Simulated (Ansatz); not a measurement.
Geometry optimisation, RKS B3LYP/def2-TZVP in Ansatz 0.2.0.

Input:

```yaml
crystal:
  periodic: [false, false, false]
  atoms:
    - { symbol: B, position_ang: [0.25133, -0.52592, -0.84932] }
    - { symbol: Si, position_ang: [-0.21934, 0.49053, 0.76344] }
    - { symbol: O, position_ang: [0.21702, 1.90905, 1.05579] }
    - { symbol: H, position_ang: [-0.11212, -1.6213, -1.04589] }
    - { symbol: H, position_ang: [0.92717, -0.04354, -1.67318] }
    - { symbol: H, position_ang: [-1.06406, -0.20882, 1.74915] }
basis:
  gaussian: { orbitals: def2-TZVP }
hamiltonian:
  xc: b3lyp
relax:
  f_tol: 0.02
  max_steps: 50
```

Run as:

```bash
$ ansatz run input.yaml --threads 2 --pin off --max-ram 3072MiB --backend cpu --events-out ev --progress --plain --runs-dir out
```

**Question.** Where does it end, and by what steps?

**Answer.** The forces met the threshold. The force dipped under the threshold on the way, but the program's further checks kept it going. After 17 steps the energy has fallen by 0.167 eV; H4 moved furthest, 0.96 Å.

```
step  energy less start (eV)  largest force component (eV/Å)  accepted
   0                  0.0000                           0.935       yes
   1                 -0.0483                           0.417       yes
   2                 -0.0571                           0.015       yes
   3                 -0.0571                           0.018       yes
   4                 -0.0571                           0.003       yes
   5                 -0.0571                           0.004       yes
   6                 -0.0578                           0.130       yes
   7                 -0.0418                           0.852        no
   8                 -0.0636                           0.150       yes
   9                 -0.0674                           0.385       yes
  10                 -0.0913                           0.318       yes
  11                 -0.1094                           0.661       yes
  12                 -0.1516                           0.080       yes
  13                 -0.1608                           0.382       yes
  14                 -0.1429                           0.659        no
  15                 -0.1626                           0.324       yes
  16                 -0.1670                           0.028       yes
  17                 -0.1671                           0.008       yes
```

```xyz
6
Properties=species:S:1:pos:R:3
B 0.256 -0.530 -0.858
Si -0.237 0.478 0.803
O -0.464 1.987 0.741
H -0.585 -0.970 -1.575
H 1.395 -0.656 -1.177
H -0.366 -0.308 2.065
```

Whether the end is a true minimum wasn't checked by a vibrational analysis.

The run took 29 s on 2 threads of Arm Neoverse V2, with other jobs on the host, peak memory 0.18 GiB.
